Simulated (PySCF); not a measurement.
# Phosphorus: highly charged ions in a basis for the neutral atom

P⁷⁺ [He] 2s2 2p4, P⁸⁺ [He] 2s2 2p3. All numbers are calculated (PySCF 2.14, the spin-free X2C one-electron Hamiltonian (Gaussian nucleus), in cc-pVDZ-DK (4s3p1d, 18 functions)). No spin-orbit coupling, so a gap to NIST mixes the basis error with missing relativistic terms.

Changed run: basis of the neutral atom used for a highly charged ion. This setting is unsound on purpose.

```csv
species,method,sound run (hartree),changed run (hartree),converged
P⁷⁺,UHF,not run,-317.20716,yes
P⁷⁺,MN15,not run,-317.49934,yes
P⁷⁺,LDA,not run,-316.19356,yes
P⁸⁺,UHF,not run,-305.65137,yes
P⁸⁺,MN15,not run,-305.87548,yes
P⁸⁺,LDA,not run,-304.59397,yes
```

Ionisation energy of P⁷⁺:

| method | changed run (eV) | NIST (eV) |
| --- | --- | --- |
| UHF | 314.45 | 309.6 ± 0.1 |
| MN15 | 316.30 | 309.6 ± 0.1 |
| LDA | 315.64 | 309.6 ± 0.1 |

The contracted functions were made for the neutral atom and can be too rigid for a highly charged ion.
